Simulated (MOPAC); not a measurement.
**C4H4F2 (SMILES CC#CC(F)F): levels of theory compared**

We compute a comparison of 6 runs (MNDO, PM3, PM6, PM6-D3H4, PM7, RM1) of C4H4F2. 

The calculation is run with MOPAC 23.2.5.

## (1) The structure to begin with

The species is C4H4F2 (10 atoms), meant as a singlet with charge 0. As SMILES, `CC#CC(F)F`. The shape is that of a GFN2-xTB optimisation.

Bond lengths: C1–C2 1.440 Å, C2–C3 1.199 Å, C3–C4 1.451 Å, C4–F5 1.360 Å, C4–F6 1.360 Å, C1–H7 1.089 Å, C1–H8 1.089 Å, C1–H9 1.089 Å, C4–H10 1.104 Å. Some angles: C1–C2–C3 178.2°, C2–C3–C4 176.9°, C3–C4–F5 111.4°, C3–C4–F6 111.4°, F5–C4–F6 106.1°, C2–C1–H7 110.0°, C2–C1–H8 109.7°, C2–C1–H9 109.6°, C3–C4–H10 112.4°, F5–C4–H10 107.6°.

## (2) Energy and gradient at MNDO (run 1)

c4h4f2.mop

```
MNDO 1SCF BONDS DISP GRADIENTS AUX(PRECISION=6) THREADS=1
C4H4F2

C -0.497200 1 -1.606620 1 1.213470 1
C -0.134550 1 -0.498350 1 0.368860 1
C 0.202430 1 0.413620 1 -0.333400 1
C 0.535930 1 1.543010 1 -1.181270 1
F -0.194480 1 1.535990 1 -2.328680 1
F 0.259720 1 2.724060 1 -0.565200 1
H 0.311920 1 -2.335340 1 1.240430 1
H -1.396530 1 -2.083640 1 0.826820 1
H -0.690300 1 -1.248400 1 2.223480 1
H 1.603040 1 1.555680 1 -1.464500 1
```

Started as:

```
$ mopac c4h4f2.mop
```

c4h4f2.out:

```text
MOPAC v23.2.5
MNDO CALCULATION RESULTS
[...]
           Empirical Formula: C4 H4 F2  =    10 atoms
      MOLECULAR POINT GROUP   :   C1
[...]
     SCF FIELD WAS ACHIEVED
[...]
                              SUM =        -62.67085 KCAL/MOL = FINAL HEAT OF FORMATION
          TOTAL ENERGY            =      -1526.03044 EV
          ELECTRONIC ENERGY       =      -4272.87571 EV
          CORE-CORE REPULSION     =       2746.84527 EV
          COSMO AREA              =        124.15 SQUARE ANGSTROMS
          COSMO VOLUME            =        104.49 CUBIC ANGSTROMS
          GRADIENT NORM           =         70.12534          =       22.17558 PER ATOM
          IONIZATION POTENTIAL    =         11.446347 EV
          HOMO LUMO ENERGIES (EV) =        -11.446  0.805
          NO. OF FILLED LEVELS    =         17
          MOLECULAR WEIGHT        =         90.0724         POINT GROUP:  C1
[...]
              NET ATOMIC CHARGES AND DIPOLE CONTRIBUTIONS
  ATOM NO.   TYPE          CHARGE      No. of ELECS.   s-Pop       p-Pop
    1          C           0.128019        3.8720     1.17640     2.69558
    2          C          -0.040964        4.0410     1.21396     2.82700
    3          C          -0.248491        4.2485     1.20603     3.04246
    4          C           0.562170        3.4378     1.13209     2.30574
    5          F          -0.242813        7.2428     1.89404     5.34878
    6          F          -0.242986        7.2430     1.89411     5.34887
    7          H           0.014804        0.9852     0.98520
    8          H           0.017803        0.9822     0.98220
    9          H           0.017164        0.9828     0.98284
   10          H           0.035293        0.9647     0.96471
 DIPOLE           X         Y         Z       TOTAL
 POINT-CHG.     0.968    -2.371     1.351     2.896
 HYBRID         0.109    -0.088     0.031     0.144
 SUM            1.076    -2.460     1.383     3.020
[...]
 * JOB ENDED NORMALLY *
[...]
```

Wall time 0.04 s (1 thread of Intel Xeon Platinum 8488C (Sapphire Rapids), shared host).

## (3) Energy and gradient at PM3 (run 2)

job.mop

```
DISP BONDS GRADIENTS 1SCF PM3 AUX(PRECISION=6) T=10M THREADS=1
C4H4F2 gradient

C     -0.497200 +1    -1.606620 +1     1.213470 +1
C     -0.134550 +1    -0.498350 +1     0.368860 +1
C      0.202430 +1     0.413620 +1    -0.333400 +1
C      0.535930 +1     1.543010 +1    -1.181270 +1
F     -0.194480 +1     1.535990 +1    -2.328680 +1
F      0.259720 +1     2.724060 +1    -0.565200 +1
H      0.311920 +1    -2.335340 +1     1.240430 +1
H     -1.396530 +1    -2.083640 +1     0.826820 +1
H     -0.690300 +1    -1.248400 +1     2.223480 +1
H      1.603040 +1     1.555680 +1    -1.464500 +1
```

Started as:

```
$ mopac job.mop
```

job.out:

```text
MOPAC v23.2.5
PM3 CALCULATION RESULTS
[...]
           Empirical Formula: C4 H4 F2  =    10 atoms
      MOLECULAR POINT GROUP   :   C1
[...]
     SCF FIELD WAS ACHIEVED
[...]
                              SUM =        -56.46106 KCAL/MOL = FINAL HEAT OF FORMATION
          TOTAL ENERGY            =      -1415.01336 EV
          ELECTRONIC ENERGY       =      -4027.11647 EV
          CORE-CORE REPULSION     =       2612.10311 EV
          COSMO AREA              =        124.15 SQUARE ANGSTROMS
          COSMO VOLUME            =        104.49 CUBIC ANGSTROMS
          GRADIENT NORM           =         46.22915          =       14.61894 PER ATOM
          IONIZATION POTENTIAL    =         11.252421 EV
          HOMO LUMO ENERGIES (EV) =        -11.252  0.956
          NO. OF FILLED LEVELS    =         17
          MOLECULAR WEIGHT        =         90.0724         POINT GROUP:  C1
[...]
              NET ATOMIC CHARGES AND DIPOLE CONTRIBUTIONS
  ATOM NO.   TYPE          CHARGE      No. of ELECS.   s-Pop       p-Pop
    1          C           0.026350        3.9736     1.09095     2.88270
    2          C          -0.056850        4.0569     1.20172     2.85513
    3          C          -0.294412        4.2944     1.20871     3.08571
    4          C           0.377933        3.6221     1.10427     2.51780
    5          F          -0.145359        7.1454     1.78053     5.36483
    6          F          -0.145543        7.1455     1.78069     5.36486
    7          H           0.056803        0.9432     0.94320
    8          H           0.059051        0.9409     0.94095
    9          H           0.058811        0.9412     0.94119
   10          H           0.063214        0.9368     0.93679
 DIPOLE           X         Y         Z       TOTAL
 POINT-CHG.     0.595    -1.936     1.157     2.333
 HYBRID         0.180    -0.250     0.122     0.332
 SUM            0.776    -2.187     1.279     2.649
[...]
 * JOB ENDED NORMALLY *
[...]
```

Run time: 0.04 s. Hardware: 1 thread of Intel Xeon Platinum 8488C (Sapphire Rapids), shared host.

Runs 3 to 5 aren't shown in full; the table further down has their settings and results.

## (4) Energy and gradient at RM1 (run 6)

job.mop

```
RM1 GRADIENTS 1SCF DISP BONDS AUX(PRECISION=6) T=10M THREADS=1
RM1 gradient

C     -0.497200 1    -1.606620 1     1.213470 1
C     -0.134550 1    -0.498350 1     0.368860 1
C      0.202430 1     0.413620 1    -0.333400 1
C      0.535930 1     1.543010 1    -1.181270 1
F     -0.194480 1     1.535990 1    -2.328680 1
F      0.259720 1     2.724060 1    -0.565200 1
H      0.311920 1    -2.335340 1     1.240430 1
H     -1.396530 1    -2.083640 1     0.826820 1
H     -0.690300 1    -1.248400 1     2.223480 1
H      1.603040 1     1.555680 1    -1.464500 1
```

Started as:

```
$ mopac job.mop
```

job.out:

```text
MOPAC v23.2.5
RM1 CALCULATION RESULTS
[...]
           Empirical Formula: C4 H4 F2  =    10 atoms
      MOLECULAR POINT GROUP   :   C1
[...]
     SCF FIELD WAS ACHIEVED
[...]
                              SUM =        -57.89834 KCAL/MOL = FINAL HEAT OF FORMATION
          TOTAL ENERGY            =      -1531.33189 EV
          ELECTRONIC ENERGY       =      -4300.35692 EV
          CORE-CORE REPULSION     =       2769.02503 EV
          COSMO AREA              =        124.15 SQUARE ANGSTROMS
          COSMO VOLUME            =        104.49 CUBIC ANGSTROMS
          GRADIENT NORM           =         88.39504          =       27.95297 PER ATOM
          IONIZATION POTENTIAL    =         11.064799 EV
          HOMO LUMO ENERGIES (EV) =        -11.065  1.324
          NO. OF FILLED LEVELS    =         17
          MOLECULAR WEIGHT        =         90.0724         POINT GROUP:  C1
[...]
              NET ATOMIC CHARGES AND DIPOLE CONTRIBUTIONS
  ATOM NO.   TYPE          CHARGE      No. of ELECS.   s-Pop       p-Pop
    1          C          -0.092667        4.0927     1.12188     2.97079
    2          C          -0.004183        4.0042     1.19423     2.80995
    3          C          -0.313491        4.3135     1.20267     3.11082
    4          C           0.514222        3.4858     1.11267     2.37311
    5          F          -0.225911        7.2259     1.92187     5.30404
    6          F          -0.226066        7.2261     1.92193     5.30413
    7          H           0.087514        0.9125     0.91249
    8          H           0.090653        0.9093     0.90935
    9          H           0.090133        0.9099     0.90987
   10          H           0.079796        0.9202     0.92020
 DIPOLE           X         Y         Z       TOTAL
 POINT-CHG.     1.011    -2.544     1.460     3.103
 HYBRID        -0.114     0.042     0.000     0.122
 SUM            0.897    -2.502     1.461     3.033
[...]
 * JOB ENDED NORMALLY *
[...]
```

Run time: 0.04 s. Hardware: 1 thread of Intel Xeon Platinum 8488C (Sapphire Rapids), shared host.

## (5) The series

```csv
run,level,heat of formation (kcal/mol),dipole moment (D),HOMO energy (eV),LUMO energy (eV),wall time
1,MNDO,-62.67,3.02,-11.45,0.81,0.04 s
2,PM3,-56.46,2.65,-11.25,0.96,0.04 s
3,PM6,-58.69,3.22,-11.17,0.95,0.04 s
4,PM6-D3H4,-53.66,3.22,-11.17,0.95,0.04 s
5,PM7,-51.12,3.30,-11.24,0.76,0.04 s
6,RM1,-57.90,3.03,-11.06,1.32,0.04 s
```

## (6) Results

```
                                        quantity           value
                             run 6: total energy    -56.27541 Eh
                            run 6: dipole moment          3.03 D
                              run 6: HOMO energy       -11.06 eV
                              run 6: LUMO energy         1.32 eV
                            run 6: HOMO–LUMO gap        12.39 eV
run 6: heat of formation at this unrelaxed shape  -57.9 kcal/mol
                 run 6: largest force on an atom      2.486 eV/Å
```

The dipole moment runs from 2.65 D (PM3) to 3.30 D (PM7). The HOMO–LUMO gap runs from 12.00 eV (PM7) to 12.39 eV (RM1). All runs together took 0.24 s, the longest 0.04 s.
